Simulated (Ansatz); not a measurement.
## Strength of the Li–O bond: CH3LiO → CH3O + Li

Species: CH3LiO `[Li][O]C`, singlet; CH3O `C[O]`, doublet; Li atom, doublet. 

Shapes, held fixed at every level: PBE0-D4/def2-TZVP. Programs: Ansatz 0.2.0. The zero-point and thermal change to 298 K, harmonic and unscaled (PBE0-D4/def2-TZVP), is -9.5 kJ/mol.

(1) Estimate ΔH(298 K) of this reaction.

## Answers

(1) The highest level, CCSD(T)/def2-TZVPP, gives ΔH(298 K) = +358.7 kJ/mol; the levels span +209.9 to +375.2. The column of differences is taken from that level and isn't an error. Hartree–Fock misses the correlation of the pair that is broken and comes out low. No measured value is set beside it here. Open shells run unrestricted unless RO is named. Correlated rows may include outer-core shells of Li, which these sets cover unevenly.

```tsv
level	kind	ΔH(298 K) (kJ/mol)	less CCSD(T)/def2-TZVPP
HF/def2-SVP	Hartree–Fock	+225.0	-133.7
HF/def2-TZVPP	Hartree–Fock	+209.9	-148.8
BHLYP-D4/def2-TZVPP	global hybrid	+340.5	-18.2
wB97M-V/def2-TZVPP	range-separated hybrid	+373.1	+14.4
wB97X-V/def2-TZVPP	range-separated hybrid	+356.7	-2.0
B2PLYP/def2-TZVPP	double hybrid	+366.0	+7.3
MP2/def2-SVP	perturbation theory	+375.2	+16.5
CCSD(T)/def2-TZVPP	coupled cluster or CI	+358.7	0.0
```
